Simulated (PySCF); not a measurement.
C2H, SMILES [C]#C, multiplicity 2. Atoms are numbered in the order given.

```xyz
3

C      0.0000     0.0000     0.7281
C      0.0000     0.0000    -0.4720
H      0.0000     0.0000    -1.5363
```
Charge 0, spin multiplicity 2.

Geometry optimised at B3LYP-D3(BJ)/def2-TZVPD. The isomer is the one that the SMILES or the coordinates give; other isomers of the formula were not compared.

Calculation: PySCF with r2SCAN/def2-TZVPD.

```json
{
 "total_energy": "-76.59015 hartree",
 "point_group": "C∞v",
 "α spin, highest occupied and lowest empty level": "-7.98 and -0.27 eV",
 "β spin, highest occupied and lowest empty level": "-7.55 and -5.37 eV",
 "dipole_moment": "0.75 D",
 "mean_static_polarisability": "23.3 bohr³ (3.45 Å³)",
 "polarisability_principal_values": "21.5, 21.5, 26.8 bohr³",
 "⟨S²⟩": "0.800 (pure state 0.75)"
}
```
